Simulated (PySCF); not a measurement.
## MgSi⁺, CCSD(T): how much the basis matters

PySCF, UHF reference; doublet, unpaired electrons π ↑; De to Mg⁺ + Si without counterpoise correction. Frozen cores follow the default of each basis and core potential.

```tsv
basis	relativity	functions	Re (Å)	ωe (cm⁻¹)	De (eV)	frozen orbitals
cc-pVDZ/cc-pV(D+d)Z	no relativity	41	2.748	273	1.64	6
6-311G(d,p)	no relativity	52	2.737	271	1.71	6
aug-cc-pVDZ/aug-cc-pV(D+d)Z	no relativity	59	2.748	269	1.65	6
```

(1) How does each smaller set differ from the one with most functions, aug-cc-pVDZ/aug-cc-pV(D+d)Z?

Correlated steps freeze 6 core orbitals. Correlated levels converge slowly with the basis: in double zeta they bind strong bonds too weakly, by up to about 1 eV, and carry superposition errors of some tenths. For an ion De counts to the pair picked by the measured ionisation energies or electron affinities, which need not be the lowest pair at this level. The state is the lowest determinant that a PBE0 search found; another state may lie lower at other levels.

Results:

(1) cc-pVDZ/cc-pV(D+d)Z: +0.0 pm, +1.5 % in ωe, -0.01 eV in De; 6-311G(d,p): -1.1 pm, +0.7 % in ωe, +0.06 eV in De. All at CCSD(T); the set with most functions is neither the basis-set limit nor always the best.
